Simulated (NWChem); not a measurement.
**[NH4]+ (ammonium) at HF/def2-TZVPP**

Aim: the vertical singlet–triplet gap of [NH4]+ (ammonium) at HF/def2-TZVPP, from 2 runs. 

Program for the calculation: NWChem 7.3.0.

2 further runs of the same task are left out: 2 set aside as unsound or not needed. Runs told in other sessions of the task aren't counted.

## Step 1: The system as given

[NH4]+: 5 atoms, total charge +1, spin state singlet. SMILES: `[NH4+]`. The coordinates come from a PBE0-D4/def2-TZVP relaxation.

Bond lengths: N1–H2 1.024 Å, N1–H3 1.024 Å, N1–H4 1.024 Å, N1–H5 1.024 Å. Angles: H2–N1–H3 109.5°, H2–N1–H4 109.5°, H2–N1–H5 109.5°, H3–N1–H4 109.5°, H3–N1–H5 109.5°, H4–N1–H5 109.5°.

## Step 2: Energy and gradient at HF/def2-TZVPP

Contents of mymol.nw:

```
start mymol
title "H4N"
memory total 2200 mb
charge 1
geometry units angstrom noautosym nocenter noautoz
  N      0.000010     0.000010     0.000000
  H      0.453330    -0.447860     0.801010
  H     -0.972430     0.216180     0.235210
  H      0.023940    -0.633460    -0.803650
  H      0.495160     0.865130    -0.232580
end
basis "ao basis" spherical bse
  N library def2-TZVPP
  H library def2-TZVPP
end
scf
  thresh 1e-08
  maxiter 80
  print medium
end
task scf gradient
```

Command:

```
$ nwchem mymol.nw > mymol.out
```

Standard output, cut to the lines that bear on the results:

```text
[...]
  functions       =    87
[...]
  wavefunction    = RHF
[...]
         Total SCF energy =    -56.566043611082
      One-electron energy =   -104.918817373039
      Two-electron energy =     31.977502497768
 Nuclear repulsion energy =     16.375271264189
        Time for solution =      5.7s
[...]
                         RHF ENERGY GRADIENTS
    atom               coordinates                        gradient
                 x          y          z           x          y          z
   1 N       0.000019   0.000019   0.000000    0.000003   0.000010   0.000004
   2 H       0.856669  -0.846333   1.513689    0.005410  -0.005355   0.009560
   3 H      -1.837626   0.408521   0.444482   -0.011605   0.002583   0.002806
   4 H       0.045240  -1.197066  -1.518678    0.000287  -0.007570  -0.009593
   5 H       0.935717   1.634859  -0.439512    0.005905   0.010332  -0.002778
[...]
```

Run time: 8.1 s. Hardware: 1 thread of Intel Xeon at 2.60GHz (Ice Lake), shared host; peak memory 0.11 GiB.

## Step 3: The triplet: the energy at UHF/def2-TZVPP

Contents of run.py:

```python
from ase import Atoms
from ase.calculators.nwchem import NWChem

molecule = Atoms('NHHHH', positions=[
    [0.000010, 0.000010, -0.000000],
    [0.453330, -0.447860, 0.801010],
    [-0.972430, 0.216180, 0.235210],
    [0.023940, -0.633460, -0.803650],
    [0.495160, 0.865130, -0.232580],
])

calc = NWChem(
    label='h4n',
    theory='scf',
    memory='2200 mb',
    basis='def2-TZVPP',
    basispar='spherical bse',
    charge=1,
    scf={'nopen': '2', 'uhf': None, 'thresh': '1e-08', 'maxiter': '80'},
    task='energy',
)
molecule.calc = calc

e = molecule.get_potential_energy()
print(f"E = {e:.6f} eV")
```

Command:

```
$ export ASE_NWCHEM_COMMAND="nwchem PREFIX.nwi > PREFIX.nwo"
$ python run.py
```

Standard output:

```text
E = -1525.310705 eV
```

The calculator wrote h4n.nwi:

```
title "h4n"

permanent_dir h4n

scratch_dir h4n

start h4n

geometry units angstrom nocenter noautosym noautoz
  N  1.0000000000000001e-05 1.0000000000000001e-05 -0.0000000000000000e+00
  H  4.5333000000000001e-01 -4.4785999999999998e-01 8.0101000000000000e-01
  H  -9.7243000000000002e-01 2.1618000000000001e-01 2.3521000000000000e-01
  H  2.3939999999999999e-02 -6.3346000000000002e-01 -8.0364999999999998e-01
  H  4.9515999999999999e-01 8.6512999999999995e-01 -2.3258000000000001e-01
end

charge 1

memory 2200 mb

basis spherical bse noprint
   * library def2-TZVPP
end

scf
  nopen 2
  uhf
  thresh 1e-08
  maxiter 80
end

task scf energy
```

h4n.nwo, cut to the lines that bear on the results:

```text
[...]
  functions       =    87
[...]
  wavefunction    = UHF
[...]
         Total SCF energy =    -56.054134979119
      One electron energy =   -103.235336548336
      Two electron energy =     30.805930305028
 Nuclear repulsion energy =     16.375271264189
                       Sz =      1.0000
                 Sz(Sz+1) =      2.0000
                      S^2 =      2.0067
[...]
```

Run time: 55 s. Hardware: 1 thread of Intel Xeon at 2.60GHz (Ice Lake), shared host; peak memory 0.099 GiB.

## Step 4: What came out

Level: HF/def2-TZVPP.

```
                                        quantity         value
                           singlet: total energy  -56.56604 Eh
                            singlet: HOMO energy     -27.19 eV
                            singlet: LUMO energy      -3.24 eV
                          singlet: HOMO–LUMO gap      23.95 eV
               singlet: largest force on an atom    0.629 eV/Å
                           triplet: total energy  -56.05413 Eh
     triplet: HOMO energy (highest over α and β)     -11.98 eV
                                   triplet: ⟨S²⟩         2.007
vertical energy of the triplet above the singlet     13.930 eV
```

**Reading.** At this shape the triplet lies 13.93 eV (1344 kJ/mol) above the singlet. The largest force (singlet) is 0.63 eV/Å: the shape isn't a stationary point for this species at this level. Mulliken charges (singlet) run from -0.06 on N1 to +0.27 on H2; they depend strongly on the basis.
